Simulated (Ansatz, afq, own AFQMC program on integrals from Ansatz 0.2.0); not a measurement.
AlH$_{3}$, singlet: AFQMC among the cluster methods

```csv
atom,x (Å),y (Å),z (Å)
Al,0.0320,-0.0542,0.0001
H,1.6178,-0.0391,0.0000
H,-1.7259,2.9248,-0.0060
H,-0.7479,-1.4350,0.0030
```

Basis cc-pVDZ. Only valence electrons are correlated. Ansatz 0.2.0 and our own AFQMC program on the same integrals; the CISD trial comes from CCSD amplitudes, and released means the phaseless constraint is let go. ± is one standard error of the sampling.

Determinant: RHF, the one that the program's search chose, which needn't be the lowest solution. The geometry is a point of a scan.

Full CI on the same integrals is exact in this basis and with this determinant's frozen core.

Cautions: restricted determinant unstable towards unrestricted (UHF 1.83 eV lower, ⟨S²⟩ 0.94); strong correlation (T1 0.077, weight of the determinant 0.71, largest double 0.53); the CCSD(T) amplitudes may be one of several solutions (largest double 0.53); the CCSDT(Q) amplitudes may be one of several solutions (largest double 0.57); the CCSDTQ amplitudes may be one of several solutions (largest double 0.57); the released energies have errors that jump between times, so the bars are unsure, so no released level is given (meV from the phaseless value at times in 1/Eh: -9 ± 7 at 0.24, 12 ± 18 at 0.51, -4 ± 9 at 0.99, -12 ± 3 at 1.62, -54 ± 39 at 2.40).

The T1 diagnostic is 0.0768, the weight of the determinant in the CISD state is 0.712 and the size of the correlated space is 6 electrons in 28 orbitals.

Reference: full CI, correlation energy -4.131 eV. The cautions show a poor starting determinant, so the rows tell how each method copes with it here, and full CI is the sure value.

| level | E − E(reference) (mEh) | share of correlation (%) |
| --- | --- | --- |
| HF | 151.80 | 0.00 |
| MP2 | 58.96 | 61.16 |
| CCSD | 7.16 | 95.28 |
| CCSD(T) | 0.42 | 99.72 |
| CCSDT | 0.32 | 99.79 |
| CCSDT(Q) | -0.05 | 100.03 |
| CCSDTQ | 0.00 | 100.00 |
| ph-AFQMC/HF | 21.42 ± 1.39 | 85.89 |
| ph-AFQMC/CISD | 1.89 ± 0.17 | 98.75 |

CCSDT and higher add their correlation energy to the determinant of the CCSD(T) run, since their own runs factorise the integrals more tightly (a shift of under 2 meV). A walk keeps the symmetry of its determinant, which the program's search chose and which needn't be the lowest solution, so a lower state of the same spin and another symmetry isn't excluded.
